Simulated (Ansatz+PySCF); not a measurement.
Results of a calculation; reference values are marked as such.
Input for PySCF 2.14.0:

```python
from pyscf import gto, scf, cc

mol = gto.M(atom="""
O 0.000000 0.000000 0.000000
F 0.000000 0.000000 2.000000
""", basis='sto-3g', charge=0, spin=1)
mf = scf.UHF(mol)
mf.kernel()
mycc = cc.CCSD(mf, frozen=2).run()
et = mycc.ccsd_t()
print(mf.e_tot, mycc.e_corr, et, mycc.e_tot + et)
```

The script is written out from the run's settings.

The run gave:

```
Converged                       : yes
Reference energy                : -171.57740 hartree
CCSD correlation energy         : -0.22354 hartree
Triples correction              : -0.00024 hartree
Total energy                    : -171.80118 hartree
Spin squared of the determinant : 0.752
```

This is not the lowest solution: another run reaches a determinant 5.82 eV lower. Caution: bonds are stretched, where a single reference can fail.
